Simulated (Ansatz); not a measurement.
**LiNH (quartet): wave-function methods side by side, def2-TZVPP**

An exercise on one series of results from a longer session: the logs are not shown, and one member is left open.

Computed with Ansatz 0.2.0, Gaussian basis. Level: def2-TZVPP, core rule «outside noble gas», up to 2 orbitals frozen.

The runs, in order: UHF; ROHF; CCSD(T) on UHF.

2 further runs of the same task are left out: 2 set aside as unsound or not needed.

### The system

The geometry is a PBE0/def2-TZVP stationary point (not a proven minimum) of the parent state, kept for this charge and spin.

3 atoms, charge 0, spin multiplicity 4.

Atoms are counted from 1 here; the program's logs count them from 0.

Bond lengths: N1–Li2 1.694 Å, N1–H3 1.014 Å. Angles: Li2–N1–H3 180.0°.

The first run:

Input file in.yaml:

```yaml
crystal:
  periodic: [false, false, false]
  atoms:
    - {symbol: N, position_ang: [0.000000, 0.000000, 0.226500]}
    - {symbol: Li, position_ang: [0.000000, 0.000000, -1.467200]}
    - {symbol: H, position_ang: [0.000000, 0.000000, 1.240700]}
basis:
  gaussian: {orbitals: def2-TZVPP}
magnetization: {spin_polarized: true, initial_magnetization: 3}
hamiltonian: {xc: hf}
output: {orbitals: {seedname: orbitals}}
```

The run is started by

```
$ ansatz run in.yaml --threads 1 --pin off --events-out ev --progress --plain --max-ram 4096MiB --backend cpu
```

Among the steps run: UHF; ROHF; CCSD(T) on UHF.

One of the session's tables, all rows but one given; the rest of the session is left out.

| method | from UCCSD(T) (meV) |
| --- | --- |
| ROHF | +4555.8 |
| UHF | +4343.9 |
| UMP2 | ? |
| UCCSD | +103.8 |
| UCCSD(T) | 0 |

Q: Estimate the row for UMP2 from the others.

As computed: from UCCSD(T) (meV): +635.1. In the column «from UCCSD(T) (meV)» it lies between UCCSD (+103.8) and UHF (+4343.9).
